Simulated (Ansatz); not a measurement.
Input for Ansatz (development build ahead of 0.2.0):

```yaml
crystal:
  periodic: [false, false, false]
  atoms:
    - { symbol: O, position_ang: [0.0, 0.0, -1.661] }
    - { symbol: Si, position_ang: [0.0, 0.0, 0.0] }
    - { symbol: O, position_ang: [0.0, 0.0, 1.661] }
basis:
  gaussian: { orbitals: def2-SVP }
hamiltonian:
  xc: hf
correlation:
  method: ccsd_t
  frozen_orbitals: { O: 1, Si: 5 }
```

The input is written out in the form of the current development build from the run's settings.

Results

```
Converged          : yes
Reference energy   : -438.35764 hartree
Correlation energy : -0.51143 hartree
Total energy       : -438.86907 hartree
Stability test     : minimum among restricted orbitals
```
